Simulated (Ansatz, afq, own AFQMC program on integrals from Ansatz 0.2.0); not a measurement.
## Atomization energy of AlBH2, triplet

```csv
atom,x (Å),y (Å),z (Å)
B,0.0000,0.0000,1.3689
Al,0.0000,0.0000,-0.6894
H,0.0000,1.0776,1.8859
H,0.0000,-1.0776,1.8859
```

Connectivity, by distances: BH2–Al.

Atoms in their ground-state spins without spin–orbit coupling (mostly on UHF) minus the molecule (UHF), without zero-point energy. The geometry is a stationary point, not shown to be a minimum.

Basis 6-31G. Noble-gas cores (and the filled d shells of Ga–Kr and In–Xe) are frozen. Ansatz 0.2.0 and our own AFQMC program on the same integrals; the CISD trial comes from CCSD amplitudes, and released means the phaseless constraint is let go. ± is one standard error of the sampling. The errors of all members are added in quadrature.

Full CI on the same integrals is exact in this basis and with this determinant's frozen core.

Errors are counted within 6-31G, not against nature.

Reference (full CI): 799.6 kJ/mol.

| level | atomization energy (kJ/mol) | error against FCI (kJ/mol) |
| --- | --- | --- |
| HF | 712.3 | -87.3 |
| MP2 | 805.6 | 6.0 |
| CCSD | 790.7 | -8.9 |
| CCSD(T) | 797.4 | -2.2 |
| ph-AFQMC/HF | 814.1 ± 1.9 | 14.4 ± 1.9 |
| ph-AFQMC/CISD | 798.7 ± 0.2 | -0.9 ± 0.2 |
| released AFQMC | 799.3 ± 0.2 | -0.3 ± 0.2 |

Correlation beyond CCSD(T) adds 2.2 kJ/mol. The perturbative (T) step is worth +6.6 kJ/mol.

A walk keeps the symmetry of its determinant, which the program's search chose and which needn't be the lowest solution, so a lower state of the same spin and another symmetry isn't excluded. Released energies are given only where the last usable release times agree within the noise; a slower fall can still hide under it.
